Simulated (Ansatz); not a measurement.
A nudged elastic band was laid between two geometries of AlH6N (8 atoms, charge 0, multiplicity 1).

Theory: RKS PBE-D4/6-31G* (Ansatz 0.2.0).

```yaml
movable_images: 7
climbing_image: yes
spring: 5.0 eV/Å²
optimiser: quadratic models (default)
start_path: through a guess of the saddle point
force_threshold: 0.05 eV/Å
iteration_limit: 60
end_points: relaxed
```

First end point:

```xyz
8
Properties=species:S:1:pos:R:3
Al 0.022 -0.034 0.163
H 0.014 0.811 1.543
H 1.401 -0.070 -0.683
H -1.365 -0.128 -0.664
N 0.068 -1.972 0.959
H -0.327 -2.655 0.302
H 1.029 -2.266 1.171
H -0.474 -2.031 1.830
```

Last end point:

```xyz
8
Properties=species:S:1:pos:R:3
Al 0.150 -0.592 -0.832
H -0.371 -0.386 3.438
H 1.532 0.155 -1.135
H -1.255 -0.268 -1.526
N 0.180 -1.905 0.389
H -0.626 -2.468 0.659
H 1.016 -2.217 0.885
H -0.259 -0.665 2.747
```

**Question.** What changes between the two ends?

**Answer.** Bonds broken: Al1–H2, N5–H8. Bonds formed: H2–H8. AlH6N becomes AlH4N + H2.

**Question.** Give the energies along the band, and the barrier.

**Answer.** The run converged. The highest image is number 3 of 0 to 8, 128.2 kJ/mol above the first end and 73.9 kJ/mol above the last; the last end lies 54.3 kJ/mol above the first. A vibrational analysis at the climbing image gives one clearly imaginary mode, 1147i cm⁻¹: a first-order saddle point. The orbitals stay closed-shell, which can raise the energy where a bond breaks towards radicals; this wasn't checked here.

```tsv
image	path coordinate (Å)	energy (kJ/mol)	Al1–H2 (Å)	N5–H8 (Å)	H2–H8 (Å)
0	0.00	0.0	1.62	1.03	2.90
1	0.74	1.7	1.62	1.03	2.75
2	1.47	26.6	1.65	1.04	1.87
3	2.21	128.2	1.85	1.46	1.00
4	2.91	74.1	2.37	2.19	0.77
5	3.61	57.9	2.94	2.74	0.75
6	4.31	55.8	3.56	2.91	0.75
7	5.01	54.9	3.96	2.80	0.75
8	5.71	54.3	4.31	2.70	0.75
```

**Question.** What is the geometry of the highest image?

**Answer.** 
```xyz
8
Properties=species:S:1:pos:R:3
Al 0.037 -0.357 -0.065
H -0.245 0.072 1.716
H 1.450 0.284 -0.454
H -1.355 -0.084 -0.806
N 0.149 -2.063 0.814
H -0.604 -2.752 0.766
H 1.045 -2.529 0.977
H -0.110 -0.917 1.674
```

**Question.** What are the harmonic wavenumbers there?

**Answer.** 1147i, 277, 410, 541, 596, 603, 698, 737, 759, 895, 1401, 1533, 1743, 1759, 1881, 1895, 3458, 3565 cm⁻¹.

Run time: 120 s on 1 thread of Arm Neoverse V2, with other jobs on the host, peak memory 0.092 GiB.
